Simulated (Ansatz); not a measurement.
**Counterpoise correction, worked out**

The pair of H2S (SMILES S, atoms 1–3) and CH2O (SMILES C=O, atoms 4–7), both closed shells, in one local arrangement (a lower one may exist), relaxed at PBE0-D4/def2-TZVP:

S1  (0.595, -0.396, -2.129)
H2  (0.351, 0.547, -1.197)
H3  (-0.690, -0.430, -2.514)
C4  (-0.064, 0.061, 1.464)
O5  (-0.074, 1.119, 0.901)
H6  (-0.235, -0.016, 2.555)
H7  (0.117, -0.885, 0.919)
(Å)

Program: Ansatz 0.2.0. Basis: def2-TZVPPD. Cores are frozen in the correlated methods.

MP2 total energies in eV:

| system | geometry | basis functions | energy |
| --- | --- | --- | --- |
| pair | pair | all | -13965.40192 |
| H2S | as in the pair | all (partner as ghosts) | -10854.65587 |
| CH2O | as in the pair | all (partner as ghosts) | -3110.62728 |
| H2S | as in the pair | its own | -10854.64370 |
| CH2O | as in the pair | its own | -3110.61958 |
| H2S | free (PBE0-D4 minimum) | its own | -10854.64590 |
| CH2O | free (PBE0-D4 minimum) | its own | -3110.61563 |

Task: Work out the interaction energy with and without the counterpoise correction, the superposition error, and the binding energy from the relaxed fragments.

Result: Without correction: -13965.40192 − (-10854.64370) − (-3110.61958) = -0.13864 eV.
With correction (each fragment in the whole basis): -13965.40192 − (-10854.65587) − (-3110.62728) = -0.11877 eV = -2.74 kcal/mol.
The superposition error is the difference, 0.01987 eV, 14 % of the uncorrected value: each fragment borrows its partner's functions.
Deformation from the free shapes: 0.00220 eV for H2S and -0.00395 eV for CH2O (a small negative value is possible, since the free shapes are minima of another method).
Binding energy from relaxed fragments: -0.11877 + 0.00220 + (-0.00395) = -0.12052 eV = -2.78 kcal/mol (electronic, without zero-point energy; negative means bound). For comparison, the corrected interaction energy by CCSD(T) at an estimated basis limit (MP2 extrapolated from triple and quadruple zeta, plus CCSD(T) − MP2 in triple zeta) is -0.129 eV.

No T1 diagnostic of these runs exceeds 0.017.

For scale, one of the runs: CCSD(T)/def2-TZVPPD, 196 basis functions, launched by `ansatz run in.yaml --threads 2 --pin off --events-out ev --progress --plain --max-ram 5222MiB`. The run took 18 s on 2 CPU threads of an Intel Xeon 6975P-C (shared host), with 2.4 GiB of host memory at its peak.
